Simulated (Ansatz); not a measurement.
`CCC1=NC1` + H₂ → `C1=NC1` + `CC` at 298.15 K and 1 bar (hydrogenolysis of a C–C bond).

Computed with Ansatz on PBE0-D4/def2-TZVP structures; ΔE is electronic, products minus reactants. CCSD(T)/CBS is the MP2 limit (def2-TZVPP, def2-QZVPP) plus CCSD(T) − MP2 in def2-TZVPP, frozen cores. This one scheme is used for every species. One conformer a species, not always the lowest.

| species | CCSD(T)/CBS energy (Eh) | H − E (kJ/mol) | S (J/(mol·K)) |
| --- | --- | --- | --- |
| `CCC1=NC1` | -211.05337 | 287.0 | 314.6 |
| H₂ | -1.17544 | 35.1 | 130.4 |
| `C1=NC1` | -132.51911 | 129.6 | 245.4 |
| `CC` | -79.71954 | 207.7 | 227.7 |

H − E and S are ideal-gas, rigid-rotor, harmonic terms from PBE0-D4/def2-TZVP, for one conformer and one mirror image of each species. The MP2-based limit puts H₂ 0.8 mEh under its directly extrapolated value; such offsets cancel only in part. 1 Eh = 2625.50 kJ/mol, R = 8.31446 J/(mol·K).

Question: By hand: ΔE, ΔH, ΔS and ΔG.

Answer: ΔE = (-132.51911) + (-79.71954) − (-211.05337) − (-1.17544) = -0.00984 Eh = -25.8 kJ/mol. Δ(H − E) = 129.6 + 207.7 − 287.0 − 35.1 = 15.2, so ΔH = -10.6 kJ/mol. ΔS = 245.4 + 227.7 − 314.6 − 130.4 = 28.1 J/(mol·K). ΔG = -10.6 − 298.15 × (28.1)/1000 = -19.0 kJ/mol.

Question: By hand: the equilibrium constant, and the temperature at which ΔG would vanish if ΔH and ΔS stayed fixed.

Answer: log₁₀ K = −ΔG/(RT ln 10) = 3.3. ΔH and −TΔS have one sign here, so there is no such temperature.

TΔS isn't small against ΔH here. A doubt of 5 kJ/mol in ΔE shifts log₁₀ K by 0.9 here. Other conformers and mirror images would add mixing entropy, several J/(mol·K) or more a flexible species. These are equilibria of isolated gas molecules and say nothing of rates. Largest T1 diagnostic: 0.012 (customary marks: 0.02 for closed shells, 0.045 for open ones).
